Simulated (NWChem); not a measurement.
Molecule: LiF; SMILES [Li][F]

```xyz
2

Li     0.0000     0.0000    -1.1599
F      0.0000     0.0000     0.3996
```
Atoms are numbered in this order, from 1.

Computed with NWChem. All runs use the structure optimised with PBE0-D3(BJ)/def2-TZVP. Vertical excitations in the gas phase; the lowest state need not have the same character in each row.

```
level                                      lowest excitation, singlet (eV)  oscillator strength of that lowest state  lowest triplet (eV)  orbital gap (eV)
-----------------------------------------  -------------------------------  ----------------------------------------  -------------------  ----------------
PBE/def2-SVP, TDA                                                     3.79                                     0.029                 3.73              3.87
B3LYP/def2-SVP, TDA                                                      ?                                     0.032                    ?                 ?
LRC-wPBEh/def2-SVP, TDA                                               5.00                                     0.034                 4.93              9.20
LDA (Slater exchange, VWN5)/def2-SVP, TDA                             4.02                                     0.030                 4.05              4.14
```

Question: What belongs in the gaps?

Answer: 
- B3LYP/def2-SVP, TDA, lowest excitation, singlet (eV): 4.60
- B3LYP/def2-SVP, TDA, lowest triplet (eV): 4.61
- B3LYP/def2-SVP, TDA, orbital gap (eV): 5.67
